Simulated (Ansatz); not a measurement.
Total energies of `[CH2]C(=O)O` radical.

```xyz
7

C     0.647   -0.630   -0.582
C    -0.251    0.348   -0.023
O    -0.742    1.266   -0.642
O    -0.503    0.143    1.288
H     0.905   -0.543   -1.627
H     1.052   -1.428    0.025
H    -1.108    0.845    1.562
```

Total charge 0; spin multiplicity 2. The structure was optimised at the PBE0-D4/def2-TZVP level. It is one conformer, not always the lowest. Basis def2-TZVPP, Ansatz.

RPA on PBE orbitals: Hartree–Fock energy of these orbitals -227.23547 Eh, correlation -1.19565 Eh (frozen core).

| functional | kind | energy without D4 (Eh) | D4 term (kJ/mol) |
| --- | --- | --- | --- |
| PBE0 | global hybrid, 25 % exact exchange | -228.27008 | -7.4 |
| HSE06 (plane-wave form) | screened hybrid | -228.25912 | -6.8 |

Give the same for LDA (SPW92), PBE, revPBE, BLYP, r2SCAN, B97M-V, B3LYP, r2SCANh, r2SCAN0, BHLYP, CAM-B3LYP, LC-ωPBE, ωB97X-V, ωB97M-V, B2PLYP, PBE-QIDH. (An estimate is asked.)

The calculation gave: 
```csv
functional,kind,energy without D4 (Eh),D4 term (kJ/mol)
LDA (SPW92),LDA,-226.72815,–
PBE,GGA,-228.26790,-9.0
revPBE,GGA,-228.45739,-34.1
BLYP,GGA,-228.47343,-20.9
r2SCAN,meta-GGA,-228.40848,-2.1
B97M-V,meta-GGA with VV10,-228.47810,–
B3LYP,"global hybrid, 20 %",-228.52580,-14.5
r2SCANh,"meta-GGA hybrid, 10 %",-228.39431,-2.2
r2SCAN0,"meta-GGA hybrid, 25 %",-228.37416,-2.4
BHLYP,"global hybrid, 50 %",-228.40116,-9.6
CAM-B3LYP,range-separated hybrid,-228.43370,-7.3
LC-ωPBE,long-range corrected hybrid,-228.38028,–
ωB97X-V,range-separated hybrid GGA with VV10,-228.44484,–
ωB97M-V,range-separated hybrid meta-GGA with VV10,-228.44514,–
B2PLYP,double hybrid,-228.35705,–
PBE-QIDH,double hybrid,-228.23179,–
```

B3LYP takes the VWN-RPA correlation (the form of Gaussian; ORCA's B3LYP/G). HSE06 is the plane-wave form, built on full-range PBE exchange. The double hybrids freeze the cores in their second-order part.

LC-ωPBE has ω = 0.4 bohr⁻¹.
